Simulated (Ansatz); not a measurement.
Breaking a bond: LiH, singlet.

Computed with: RKS-PBE = Ansatz (a quantum-chemistry and plane-wave program) with restricted PBE/cc-pVQZ; UKS-PBE = unrestricted PBE/cc-pVQZ run with Ansatz; RKS-B3LYP = restricted B3LYP/cc-pVQZ (Ansatz); FCI = Ansatz with full CI/cc-pVQZ, frozen core.

Energies relative to the lowest point of each curve near equilibrium, in kcal/mol; the last columns give the error against full CI:

```tsv
R / Å	RKS-PBE	UKS-PBE	RKS-B3LYP	FCI	RKS-PBE − FCI	UKS-PBE − FCI	RKS-B3LYP − FCI
1.22	17.1	17.1	16.4	17.9	-0.8	-0.8	-1.5
1.26	13.0	13.0	12.3	13.6	-0.7	-0.7	-1.3
1.35	6.2	6.2	5.7	6.6	-0.4	-0.4	-0.9
1.45	2.0	2.0	1.7	2.2	-0.1	-0.1	-0.5
1.52	0.6	0.6	0.4	0.6	-0.1	-0.1	-0.2
1.54	0.3	0.3	0.2	0.3	0.0	0.0	-0.2
1.60	0.0	0.0	0.0	0.0	0.0	0.0	0.0
1.66	0.2	0.2	0.3	0.2	0.0	0.0	0.1
1.69	0.5	0.5	0.7	0.4	0.0	0.0	0.2
1.73	0.9	0.9	1.2	0.9	0.0	0.0	0.3
1.85	3.2	3.2	3.8	3.2	-0.1	-0.1	0.5
1.99	6.9	6.9	7.7	7.0	-0.1	-0.1	0.8
2.16	12.1	12.1	13.4	12.3	-0.2	-0.2	1.1
2.40	20.0	20.0	21.8	20.3	-0.3	-0.3	1.5
2.64	27.7	27.7	30.0	28.1	-0.4	-0.4	1.9
2.91	35.5	35.2	38.4	36.0	-0.5	-0.8	2.5
3.14	41.3	40.1	44.8	41.7	-0.3	-1.6	3.1
3.54	49.8	46.0	54.2	49.1	0.7	-3.1	5.0
3.88	55.4	49.2	60.5	53.0	2.4	-3.8	7.5
4.29	60.5	51.7	66.4	55.4	5.1	-3.8	11.0
4.70	64.4	53.1	70.9	56.5	7.9	-3.4	14.4
5.48	69.0	53.5	76.7	57.1	11.9	-3.6	19.6
6.35	71.8	53.6	80.5	57.3	14.5	-3.7	23.2
```

RKS-PBE is furthest from FCI at 6.35 (14.5 kcal/mol, above); its mean absolute error over the points is 2.0 kcal/mol.

UKS-PBE is furthest from FCI at 3.88 (-3.8 kcal/mol, below); its mean absolute error over the points is 1.2 kcal/mol.

RKS-B3LYP is furthest from FCI at 6.35 (23.2 kcal/mol, above); its mean absolute error over the points is 4.2 kcal/mol.

The restricted form behind RKS-PBE, RKS-B3LYP keeps the bonding electrons paired and can't separate into open-shell fragments. The unrestricted determinant behind UKS-PBE is spin-contaminated at 2.91 to 6.35 Å (<S²> up to 1.0, against 0.00 for a pure singlet).
